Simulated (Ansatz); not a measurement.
# C2H3Si (SMILES C#C[SiH2]): UCCSD(T)/aug-cc-pVDZ

Aim: the energy change on altering one bond length of C2H3Si at UCCSD(T)/aug-cc-pVDZ, from 2 runs. 

The results are computed with Ansatz 0.2.0.

39 further runs of the same task are left out: 39 set aside as unsound or not needed. Runs told in other sessions of the task aren't counted.

### Step 1. The molecule

C2H3Si has 6 atoms, charge 0, and is taken as a doublet. As SMILES, `C#C[SiH2]`. The coordinates come from a PBE0-D4/def2-TZVP relaxation.

Bond lengths: C1–C2 1.210 Å, C2–Si3 1.803 Å, C1–H4 1.066 Å, Si3–H5 1.484 Å, Si3–H6 1.484 Å. Angles: C1–C2–Si3 174.9°, C2–C1–H4 179.3°, C2–Si3–H5 111.4°, C2–Si3–H6 111.4°, H5–Si3–H6 112.5°.

### Step 2. The energy at UCCSD(T)/aug-cc-pVDZ

File in.yaml:

```yaml
crystal:
  periodic: [false, false, false]
  atoms:
    - {symbol: C, position_ang: [1.019700, -1.302300, 0.535000]}
    - {symbol: C, position_ang: [0.376000, -0.354500, 0.145700]}
    - {symbol: Si, position_ang: [-0.444500, 1.136900, -0.449500]}
    - {symbol: H, position_ang: [1.575400, -2.144400, 0.879400]}
    - {symbol: H, position_ang: [-1.137600, 0.894600, -1.738800]}
    - {symbol: H, position_ang: [-1.346900, 1.705600, 0.581800]}
basis:
  gaussian:
    orbitals: aug-cc-pVDZ
magnetization:
  spin_polarized: true
  initial_magnetization: 1
correlation:
  method: ccsd_t
  frozen_orbitals: {C: 1, H: 0, Si: 5}
accuracy: high
scf:
  omitted_lower_state_checks: [cluster_reference, increment]
```

Started as:

```sh
$ ansatz run in.yaml --threads 1 --pin off --max-ram 2610MiB --events-out events.jsonl --progress --plain --runs-dir runs
```

Log (excerpt; [...] marks lines left out):

```text
Warning: RAYON_NUM_THREADS=1 ignored (pool sized by the plan → 1); use --threads N
Functional definition: HF
  name "HF"
[...]
1869 factors; integrals over basis functions are off by at most 3.6e-9 eV
[...]
mean field -9968.14978822 eV, -366.3227480625 hartree, gradient 1.5e-8 eV, S^2 0.844689; 3 other end points of the search recorded, 0 dependent functions left out
7 core orbitals not correlated: weight in the atoms' cores, before any rotation towards them, 1.000 or more for the frozen orbitals, at most 0.000 for the correlated occupied ones
reference -9968.14978822 eV, -366.3227480625 hartree; 8, 7 occupied and 85, 86 virtual orbitals, 1869 factors
second order -9.15451598 eV of doubles, -0.00000000 eV of singles
cycle   1  -9.61751792 eV  change   -4.6e-1 eV  update   9.4e-2
[...]
cycle  26  -10.15611779 eV  change   3.4e-10 eV  update  2.6e-10
perturbative correction -0.44370634 eV, -0.0163059072 hartree
Total energy: -9978.74961235 eV, -366.7122844144 hartree
Checks for a lower state left out: cluster_reference, increment
```

Wall time 20 s (1 thread of AMD EPYC 9R45 (Zen 5), shared host); peak memory 1.3 GiB.

### Step 3. The distorted shape, same level

File run.yaml:

```yaml
crystal:
  periodic: [false, false, false]
  atoms:
    - {symbol: C, position_ang: [1.290425, -1.472913, 0.225605]}
    - {symbol: C, position_ang: [0.646725, -0.525113, -0.163695]}
    - {symbol: Si, position_ang: [-0.173775, 0.966287, -0.758895]}
    - {symbol: H, position_ang: [1.846125, -2.315013, 0.570005]}
    - {symbol: H, position_ang: [-0.866875, 0.723987, -2.048195]}
    - {symbol: H, position_ang: [-1.346900, 1.705600, 0.581800]}
basis:
  gaussian:
    orbitals: aug-cc-pVDZ
accuracy: high
scf:
  omitted_lower_state_checks: [cluster_reference, increment]
correlation:
  method: ccsd_t
  frozen_orbitals: {C: 1, H: 0, Si: 5}
magnetization:
  spin_polarized: true
  initial_magnetization: 1
```

Started as:

```sh
$ ansatz run run.yaml --threads 1 --pin off --max-ram 2610MiB --events-out events.jsonl --progress --plain --runs-dir runs
```

Log (excerpt; [...] marks lines left out):

```text
Warning: RAYON_NUM_THREADS=1 ignored (pool sized by the plan → 1); use --threads N
[... 2 set-up lines as earlier in the session ...]
[...]
1871 factors; integrals over basis functions are off by at most 3.4e-9 eV
[...]
mean field -9967.07224411 eV, -366.2831490470 hartree, gradient 7.9e-8 eV, S^2 0.836530; 3 other end points of the search recorded, 0 dependent functions left out
7 core orbitals not correlated: weight in the atoms' cores, before any rotation towards them, 1.000 or more for the frozen orbitals, at most 0.000 for the correlated occupied ones
reference -9967.07224411 eV, -366.2831490470 hartree; 8, 7 occupied and 85, 86 virtual orbitals, 1871 factors
second order -9.24465283 eV of doubles, -0.00000000 eV of singles
cycle   1  -9.71511485 eV  change   -4.7e-1 eV  update   9.9e-2
[...]
cycle  27  -10.29369064 eV  change    1.0e-9 eV  update   1.3e-9
perturbative correction -0.46603906 eV, -0.0171266194 hartree
Total energy: -9977.83197381 eV, -366.6785618200 hartree
Checks for a lower state left out: cluster_reference, increment
```

Run time: 20 s. Hardware: 1 thread of AMD EPYC 9R45 (Zen 5), shared host; peak memory 1.3 GiB.

### Step 4. Outcome

At UCCSD(T)/aug-cc-pVDZ, 7 core orbitals frozen:

```
                                                          quantity          value
                                         first shape: total energy  -366.71228 Eh
          first shape: correlation energy (7 core orbitals frozen)     -389.5 mEh
                                       first shape: (T) correction     -16.31 mEh
                    first shape: ⟨S²⟩ of the reference determinant          0.845
                                        first shape: T1 diagnostic          0.029
                                     distorted shape: total energy  -366.67856 Eh
      distorted shape: correlation energy (7 core orbitals frozen)     -395.4 mEh
                                   distorted shape: (T) correction     -17.13 mEh
                distorted shape: ⟨S²⟩ of the reference determinant          0.837
                                    distorted shape: T1 diagnostic          0.029
energy change with the Si3–H6 bond stretched from 1.484 to 1.929 Å       0.918 eV
```

**Reading.** With the Si3–H6 bond stretched from 1.484 to 1.929 Å the energy rises by 0.92 eV (88.5 kJ/mol). The first shape isn't relaxed at this level, so the change isn't measured from a minimum. The triples (first shape) make up 4.2 % of the correlation energy. The triples (distorted shape) make up 4.3 % of the correlation energy.
